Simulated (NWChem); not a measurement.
**C5H10 (SMILES C=CCCC): the vertical ionisation energy from total energies**

The species is C5H10 (15 atoms), meant as a singlet with charge 0. As SMILES, `C=CCCC`. The shape is that of a PBE0-D4/def2-TZVP optimisation. This is one conformer, not always the lowest.

Both states at this one shape; open shells run unrestricted unless said. 1 Eh = 27.2114 eV.

| level | program | singlet C5H10 (Eh) | doublet [C5H10]+ (Eh) |
| --- | --- | --- | --- |
| HF/SBKJC-VDZ (core potential) | NWChem | -33.131083 | -32.824935 |
| HF/MIDI! | NWChem | -193.966749 | -193.658307 |
| HF/jorge-DZP | NWChem | -195.167822 | -194.864429 |

Q: Work out the vertical ionisation energy at each level.

A: 
1. HF/SBKJC-VDZ (core potential): -32.824935 − (-33.131083) = 0.306148 Eh = 8.33 eV.
2. HF/MIDI!: -193.658307 − (-193.966749) = 0.308442 Eh = 8.39 eV.
3. HF/jorge-DZP: -194.864429 − (-195.167822) = 0.303393 Eh = 8.26 eV.

No measured value is set beside it here; the levels span 8.26 to 8.39 eV.
